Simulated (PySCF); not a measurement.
C2H3O, charge -2, doublet, geometry from GFN2-xTB of the parent state (a state made from the parent by changing its charge; the spin is typed, not shown lowest) (in this run its highest filled SCF level lies above zero, so its values depend strongly on the basis, on diffuse functions most of all); MP2/STO-3G run with PySCF.

Here is a job for PySCF.
```python
from pyscf import gto, scf, mp

mol = gto.Mole()
mol.atom = '''
    C     0.12758253    0.83909514   -0.40587053
    O     0.01305692   -0.00449006    0.83668314
    C     0.01266963   -0.63253186   -0.40519283
    H    -0.93552180    1.24899715   -0.58229583
    H    -0.91341079   -1.19766682   -0.63989719
    H     0.90296421   -1.25478943   -0.60489199
'''
mol.basis = 'sto-3g'
mol.charge = -2
mol.spin = 1
mol.verbose = 3
mol.build()

mf = scf.UHF(mol)
mf.kernel()

pt = mp.MP2(mf)
pt.kernel()
print('E(MP2) = %.10f' % pt.e_tot)
mf.analyze()
```

What the program printed (banner, timings and long lists left out):

```
converged SCF energy = -149.326124669648  <S^2> = 0.7725696  2S+1 = 2.0224437
E(UMP2) = -149.430634528462  E_corr = -0.104509858814585
E(SCS-UMP2) = -149.437022577111  E_corr = -0.110897907463765
E(MP2) = -149.4306345285
**** MO energy ****
                             alpha | beta                alpha | beta
MO #1   energy= -19.4186586495482  | -19.4101782911246  occ= 1 | 1
MO #2   energy= -10.3344322238109  | -10.326579084481   occ= 1 | 1
MO #3   energy= -10.0636653990653  | -10.0439390751166  occ= 1 | 1
MO #4   energy= -0.619845142793733 | -0.598561128304953 occ= 1 | 1
MO #5   energy= -0.223258384305106 | -0.193623132841432 occ= 1 | 1
MO #6   energy= -0.10077426569352  | -0.0563406692224073 occ= 1 | 1
MO #7   energy= 0.0197463049940643 | 0.0240673197090437 occ= 1 | 1
MO #8   energy= 0.139240635708234  | 0.15049623283967   occ= 1 | 1
MO #9   energy= 0.188355608644684  | 0.258594846597344  occ= 1 | 1
MO #10  energy= 0.274773882762934  | 0.326109600467422  occ= 1 | 1
MO #11  energy= 0.306227614187032  | 0.378647391347404  occ= 1 | 1
MO #12  energy= 0.454461545524663  | 0.49529047505634   occ= 1 | 1
MO #13  energy= 0.736570305428185  | 1.26133551748111   occ= 1 | 0
MO #14  energy= 1.24968493080217   | 1.28159396739624   occ= 0 | 0
MO #15  energy= 1.28684747612151   | 1.30073205633584   occ= 0 | 0
MO #16  energy= 1.32387852398796   | 1.36224697213824   occ= 0 | 0
MO #17  energy= 1.44379615596085   | 1.47123058889819   occ= 0 | 0
MO #18  energy= 1.54945875855742   | 1.59123578732027   occ= 0 | 0

To work with the spin densities directly, `use mulliken_meta_spin()` only printing them here.

 ** Mulliken spin pop alpha/beta on meta-lowdin orthogonal AOs **
 ** Mulliken Spin Density (per atom)  **
spin density of  0 C =      0.63690
spin density of  1 O =      0.19284
spin density of  2 C =      0.23918
spin density of  3 H =     -0.03158
spin density of  4 H =     -0.01494
spin density of  5 H =     -0.02239
 ** Mulliken pop alpha/beta on meta-lowdin orthogonal AOs **
 ** Mulliken atomic charges   ( Nelec_alpha | Nelec_beta ) **
charge of  0C =     -0.68141  (     3.65916      3.02226 )
charge of  1O =     -0.51272  (     4.35278      4.15994 )
charge of  2C =     -0.22897  (     3.23407      2.99489 )
charge of  3H =     -0.25827  (     0.61334      0.64493 )
charge of  4H =     -0.16245  (     0.57375      0.58870 )
charge of  5H =     -0.15617  (     0.56689      0.58928 )

WARN: System has nonzero charge -2; the dipole moment is origin-dependent.
Location of origin: [0. 0. 0.]

Dipole moment(X, Y, Z, Debye): -0.58057, -2.99417,  1.66282
```
